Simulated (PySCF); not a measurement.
A species of formula C3H4F2O has this rotational fingerprint, computed with PBE0-D3(BJ)/def2-SVP geometry optimisation, gas phase (PySCF 2.14.0):

| Property | Result |
| --- | --- |
| Rotational constants | A = 5626, B = 2771, C = 1962 MHz |
| Dipole components | \|μa\| = 1.47 D, \|μb\| = 0.03 D, \|μc\| = 1.01 D |
| Inertial defect | -14.55 u·Å² |
| κ | -0.56 |

Task: Which candidate fits, each taken in the one conformer that was computed?
A. `[CH3:1][O:2]/[C:3]([F:4])=[CH:5]\[F:6]` with C1–O2–C3–F4 55°
B. `[CH2:1]=[CH:2][O:3][CH:4]([F:5])[F:6]` with C1–C2–O3–C4 16°, C2–O3–C4–F5 166°
C. `[F:1][CH2:2][C@@H:3]1[O:4][C@@H:5]1[F:6]` with F1–C2–C3–O4 174°

Result: A. It is CO/C(F)=C\F, an asymmetric top, point group C1. The candidates at the same level (rigid rotor, commonest isotopes):

| SMILES | A (MHz) | B (MHz) | C (MHz) | μa (D) | μb (D) | μc (D) | Δ (u·Å²) | point group | rotor |
| --- | --- | --- | --- | --- | --- | --- | --- | --- | --- |
| C=COC(F)F | 7674 | 2614 | 2116 | 1.74 | 0.09 | 1.25 | -20.41 | C1 | asymmetric top |
| CO/C(F)=C\F | 5626 | 2771 | 1962 | 1.47 | 0.03 | 1.01 | -14.55 | C1 | asymmetric top |
| FC[C@@H]1O[C@@H]1F | 6823 | 2487 | 2078 | 0.14 | 0.73 | 0.83 | -34.07 | C1 | asymmetric top |

`FC[C@@H]1O[C@@H]1F` has A 21 % too high; `C=COC(F)F` has A 36 % too high. No structure here is proved a minimum.
